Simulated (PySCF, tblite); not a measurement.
Dissociation curve of NH, triplet.

- GFN2-xTB, 300 K electronic temperature (tblite)
- UCCSD(T) = CCSD(T) on UHF/cc-pVDZ, 1 core orbital frozen (PySCF 2.14.0)

Energies relative to the lowest point of each curve near equilibrium, in kJ/mol; the last columns give the difference from UCCSD(T):

```tsv
R / Å	GFN2-xTB	UCCSD(T)	GFN2-xTB − UCCSD(T)
0.83	114.3	149.0	-34.7
0.89	45.5	68.8	-23.3
0.94	15.3	29.6	-14.2
0.99	1.9	8.3	-6.4
1.01	0.0	3.6	-3.6
1.04	0.1	0.1	0.0
1.07	3.1	0.0	3.1
1.10	8.4	2.7	5.7
1.14	18.1	9.7	8.3
1.20	36.6	25.7	10.9
1.29	69.6	57.1	12.5
1.42	121.7	108.3	13.4
1.55	174.8	157.8	17.0
1.72	240.9	211.9	28.9
1.86	289.5	245.0	44.5
2.09	355.8	277.5	78.3
2.31	404.4	290.5	114.0
2.53	440.8	295.1	145.7
2.78	470.2	296.9	173.3
3.15	—	297.8	—
3.61	—	298.2	—
4.21	—	298.4	—
```

GFN2-xTB is furthest from UCCSD(T) at 2.78 (173.3 kJ/mol, above); its mean absolute difference over the points is 38.8 kJ/mol.

Dashes: no converged value, or the column stops at the first point that the program doubted or that broke a chosen test of continuity, which isn't proof of a fault.

The unrestricted determinant behind UCCSD(T) is spin-contaminated at 1.42 to 4.21 Å (<S²> up to 3.0, against 2.00 for a pure triplet).
